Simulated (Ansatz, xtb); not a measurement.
C4H4O2: 3 structures ranked

3 gas-phase structures of C4H4O2, from a drawn sample of its isomers (lower ones may exist). Each was relaxed with GFN2-xTB; where two conformers were screened, the lower at r2SCAN-D4/def2-SVP//GFN2-xTB is listed:

A. `C=C(C=O)C=O`, a singlet
B. `O=C/C=C/C=O`, a singlet
C. `O=C/C=C\C=O`, a singlet

**Question.** Which do you expect lowest at r2SCAN-D4/def2-SVP//GFN2-xTB, and how would the others follow?

**Answer.** Calculated order at r2SCAN-D4/def2-SVP//GFN2-xTB: B (0.000), A (0.023), C (0.151) eV. Less than 1 kcal/mol parts B and A, so the order within that pair means little.

Energies above the lowest of each column, in eV; the last columns are at r2SCAN-D4/def2-SVP geometries:

```csv
structure,GFN2-xTB,HF/STO-3G,r2SCAN-D4/def2-SVP//GFN2-xTB,r2SCAN-D4/def2-SVP,CCSD(T)/def2-SVP + ΔMP2/def2-TZVPP
B,0.000,0.000,0.000,0.000,0.000
A,0.015,0.016,0.023,0.017,0.028
C,0.104,0.128,0.151,0.150,0.140
```

Every level run on B puts it lowest or level with the lowest. Flexible structures stand in one conformer each, not always the lowest. ΔMP2 is the change of the MP2 energy from the smaller to the larger basis.

Programs: Ansatz 0.2.0, xtb 6.7.1.
